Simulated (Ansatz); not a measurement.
Two shapes of singlet B₂H₆.

Shape 1:

```xyz
8

B     0.0000    0.0000    0.8809
B     0.0000    0.0000   -0.8809
H     0.9934    0.0000    0.0000
H    -0.9934    0.0000    0.0000
H     0.0000    1.0515    1.4667
H     0.0000   -1.0515    1.4667
H     0.0000    1.0515   -1.4667
H     0.0000   -1.0515   -1.4667
```

Shape 2:

```xyz
8

B     0.0000    0.0000    0.8104
B     0.0000    0.0000   -0.8104
H     0.9139    0.0000    0.0000
H    -0.9139    0.0000    0.0000
H     0.0000    0.9674    1.3494
H     0.0000   -0.9674    1.3494
H     0.0000    0.9674   -1.3494
H     0.0000   -0.9674   -1.3494
```

Basis set: 6-31G* (spherical functions). Correlated methods keep 2 orbitals frozen. Charge 0, multiplicity 1.

Computed with Ansatz (development build ahead of 0.2.0); each method stands on the lowest determinant of its kind that the runs found.

Task: Which shape is lower in energy, and by how much in each method?

Result:

```
 method  E(2) − E(1) (eV)
    RHF             0.717
RHF-MP2             0.712
```

Shape 1 is lower. Caution: no unrestricted run beside it, a lower state can exist.
